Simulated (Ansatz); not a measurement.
# CH4F (doublet): from Hartree-Fock to the top rungs at distance C1–H5 along a hydrogen transfer = 1.665 Å, cc-pVDZ

Aim: climb from Hartree-Fock through coupled cluster and multireference methods for CH4F (doublet) at one geometry and basis, and see what each rung misses.

Program: Ansatz 0.2.0, Gaussian basis. Level of theory: cc-pVDZ, core rule «outside noble gas», up to 2 orbitals frozen. These are calculated values, not measurements.

The runs, in order: UHF; CCSD(T) on ROHF; CCSD(T) on UHF; BCCD(T) on ROHF; CISD; CCSDT(Q) on ROHF; CCSDT(Q) on UHF; CASSCF and MRCISD+Q, 3 electrons in 3 orbitals; CASSCF and NEVPT2, 3 electrons in 3 orbitals; CASSCF and MRCISD+Q, 15 electrons in 12 orbitals; CASSCF and NEVPT2, 15 electrons in 12 orbitals.

**1. What is computed**

The geometry derives from fragments relaxed apart (PBE0/def2-TZVP) and kept rigid, so it is no stationary point. A hydrogen atom is moved between rigid fragments.

6 atoms, charge 0, spin multiplicity 2.

Atoms are counted from 1 here; the program's logs count them from 0.

Bond lengths: C1–H2 1.090 Å, C1–H3 1.090 Å, C1–H4 1.090 Å, H5–F6 0.900 Å. Angles: H2–C1–H3 109.5°, H2–C1–H4 109.5°, H3–C1–H4 109.5°.

**2. UHF**

File in.yaml:

```yaml
crystal:
  periodic: [false, false, false]
  atoms:
    - {symbol: C, position_ang: [-1.407239, 0.000000, 0.000000]}
    - {symbol: H, position_ang: [-1.770444, 1.027301, 0.000000]}
    - {symbol: H, position_ang: [-1.770444, -0.513650, 0.889668]}
    - {symbol: H, position_ang: [-1.770444, -0.513650, -0.889669]}
    - {symbol: H, position_ang: [0.257761, 0.000000, 0.000000]}
    - {symbol: F, position_ang: [1.157761, 0.000000, 0.000000]}
basis:
  gaussian: {orbitals: cc-pVDZ}
magnetization: {spin_polarized: true, initial_magnetization: 1}
hamiltonian: {xc: hf}
output: {orbitals: {seedname: orbitals}}
```

On the command line:

```
> ansatz run in.yaml --threads 1 --pin off --events-out ev --progress --plain --max-ram 4096MiB --backend cpu
```

After this run come: CCSD(T) on ROHF; CCSD(T) on UHF; BCCD(T) on ROHF; CISD; CCSDT(Q) on ROHF; CCSDT(Q) on UHF; CASSCF and MRCISD+Q, 3 electrons in 3 orbitals; CASSCF and NEVPT2, 3 electrons in 3 orbitals; CASSCF and MRCISD+Q, 15 electrons in 12 orbitals; CASSCF and NEVPT2, 15 electrons in 12 orbitals.

**Question.** What will the summary of the whole plan be? Wanted: UCCSDT(Q) below the RHF energy; RMP2 from UCCSDT(Q); UMP2 from UCCSDT(Q); RCCSD from UCCSDT(Q); RCCSD(T) from UCCSDT(Q); UCCSD(T) from UCCSDT(Q); RCCSDT(Q) from UCCSDT(Q); NEVPT2 pair from UCCSDT(Q); MRCISD+Q pair from UCCSDT(Q).

As calculated:

```
                         quantity                                                   value
   UCCSDT(Q) below the RHF energy                                             -10.0596 eV
              RMP2 from UCCSDT(Q)                                              +913.3 meV
              UMP2 from UCCSDT(Q)                                              +913.4 meV
             RCCSD from UCCSDT(Q)                                              +172.6 meV
          RCCSD(T) from UCCSDT(Q)                                               +29.4 meV
          UCCSD(T) from UCCSDT(Q)                                               +29.2 meV
         RCCSDT(Q) from UCCSDT(Q)                                                +0.6 meV
       NEVPT2 pair from UCCSDT(Q)                                              +926.9 meV
     MRCISD+Q pair from UCCSDT(Q)                                               +99.9 meV
    NEVPT2 valence from UCCSDT(Q)                                             +1246.9 meV
levels within 1 kcal/mol (43 meV)  RCCSD(T), UCCSD(T), BCCD(T), RCCSDT, UCCSDT, RCCSDT(Q)
                    T1 diagnostic                                                   0.012
   effectively unpaired electrons                                                    1.01
```

What this shows: RCCSD(T) lands +29.4 meV from the yardstick (0.3 % of the correlation energy). One determinant dominates. Of the multireference levels listed MRCISD+Q valence comes nearest in total energy (+67.1 meV), which doesn't show that its space is the better one. These misses are within one basis, not against nature; the frozen cores of restricted and unrestricted runs differ, which can shift their rows.
